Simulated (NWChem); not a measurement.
Molecule: SiF₄; SMILES F[Si](F)(F)F

```xyz
5

F      1.3593     0.7380     0.3513
Si     0.0000     0.0000     0.0000
F     -1.1101     1.0765    -0.3530
F     -0.4734    -0.8582     1.2471
F      0.2241    -0.9563    -1.2454
```
Atoms are numbered in this order, from 1.

Geometry: optimised at PBE0/def2-SVP.

### Question
List the 6 lowest vertical singlet excitations from B3LYP/aug-cc-pVDZ, TDA (NWChem).

### Answer
```
state  energy (eV)  oscillator strength  leading excitation (squared amplitude)
-----  -----------  -------------------  --------------------------------------
S1           10.21                0.000                      HOMO → LUMO (0.97)
S2           10.21                0.000                    HOMO−1 → LUMO (0.96)
S3           10.21                0.000                    HOMO−2 → LUMO (0.97)
S4           11.29                0.176                    HOMO−3 → LUMO (0.97)
S5           11.29                0.176                    HOMO−4 → LUMO (0.98)
S6           11.29                0.176                    HOMO−5 → LUMO (0.97)
```
